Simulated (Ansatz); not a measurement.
# C₃H− (SMILES C1#C[CH-]1): functionals against CCSD(T) at one geometry

Aim: energy, forces and dipole at a structure displaced at random from a GFN2-xTB minimum, from CCSD(T) and from density functionals.

Computed with Ansatz 0.2.0, Gaussian basis. Level: single points in def2-TZVPPD.

Correlated methods freeze the cores.

## (1) The starting structure

SMILES `C1#C[CH-]1`, 4 atoms, charge -1, spin multiplicity 1.

Atoms are counted from 1 here; the program's logs count them from 0.

Bond lengths: C1–C2 1.544 Å, C1–C3 1.461 Å, C2–C3 1.331 Å, C3–H4 1.049 Å. Angles: C2–C1–C3 52.5°, C1–C2–C3 60.6°, C1–C3–C2 67.0°, C1–C3–H4 142.8°, C2–C3–H4 146.3°.

Coordinates:

```xyz
4

C     1.1259   -0.3093    0.3048
C    -0.2567   -0.3150    0.9929
C    -0.1362    0.1994   -0.2284
H    -0.6253    0.4477   -1.1223
```

## (2) CCSD(T)/def2-TZVPPD

run/in.yaml reads:

```yaml
crystal:
  periodic: [false, false, false]
  atoms:
    - {symbol: C, position_ang: [1.125900, -0.309300, 0.304800]}
    - {symbol: C, position_ang: [-0.256700, -0.315000, 0.992900]}
    - {symbol: C, position_ang: [-0.136200, 0.199400, -0.228400]}
    - {symbol: H, position_ang: [-0.625300, 0.447700, -1.122300]}
basis:
  gaussian: {orbitals: "def2-TZVPPD.json"}
total_charge: -1
correlation: {method: ccsd_t}
output: {forces: true}
```

The basis file named in the input lies beside it (Basis Set Exchange, JSON).

No record of the launch command was kept for these runs.

## (3) PBE0-D4/def2-TZVPPD

Changes to run/in.yaml since step 2:

```diff
@@ -10,3 +10,3 @@
 total_charge: -1
-correlation: {method: ccsd_t}
-output: {forces: true}
+hamiltonian: {xc: pbe0, dispersion: d4}
+output: {forces: true, orbitals: {seedname: orbitals}}
```

## (4) wB97M-V/def2-TZVPPD

Changes to run/in.yaml since step 3:

```diff
@@ -10,3 +10,3 @@
 total_charge: -1
-hamiltonian: {xc: pbe0, dispersion: d4}
-output: {forces: true, orbitals: {seedname: orbitals}}
+hamiltonian: {xc: {name: wB97M-V}}
+output: {forces: true}
```

## (5) r2SCAN-D4/def2-TZVPPD

Changes to run/in.yaml since step 4:

```diff
@@ -10,3 +10,3 @@
 total_charge: -1
-hamiltonian: {xc: {name: wB97M-V}}
+hamiltonian: {xc: r2scan, dispersion: d4}
 output: {forces: true}
```

## (6) PBE-D4/def2-TZVPPD

Changes to run/in.yaml since step 5:

```diff
@@ -10,3 +10,3 @@
 total_charge: -1
-hamiltonian: {xc: r2scan, dispersion: d4}
+hamiltonian: {xc: pbe, dispersion: d4}
 output: {forces: true}
```

## (7) BHLYP-D4/def2-TZVPPD

Changes to run/in.yaml since step 6:

```diff
@@ -10,3 +10,3 @@
 total_charge: -1
-hamiltonian: {xc: pbe, dispersion: d4}
+hamiltonian: {xc: {name: BHLYP}, dispersion: d4}
 output: {forces: true}
```

## (8) BLYP-D4/def2-TZVPPD

Changes to run/in.yaml since step 7:

```diff
@@ -10,3 +10,3 @@
 total_charge: -1
-hamiltonian: {xc: {name: BHLYP}, dispersion: d4}
+hamiltonian: {xc: {name: BLYP}, dispersion: d4}
 output: {forces: true}
```

(Steps that only read results are left out.)

Q: Predict the outcome of this session. Wanted: RMS force component; RMS force error; HOMO and LUMO, PBE0-D4; T1 diagnostic.

As calculated:

```
              quantity                                                                                            value
   RMS force component                                                             1.488 to 1.814 eV/Å over the methods
       RMS force error  PBE0-D4 0.451, wB97M-V 0.469, r2SCAN-D4 0.319, PBE-D4 0.156, BHLYP-D4 0.766, BLYP-D4 0.143 eV/Å
HOMO and LUMO, PBE0-D4                                                                                 0.15 and 4.64 eV
         T1 diagnostic                                                                                            0.015
```

What this shows: On forces the order runs from BLYP-D4 to BHLYP-D4. Frozen-core CCSD(T) forces in triple zeta carry basis errors of their own, and this is one geometry, so small gaps rank nothing.
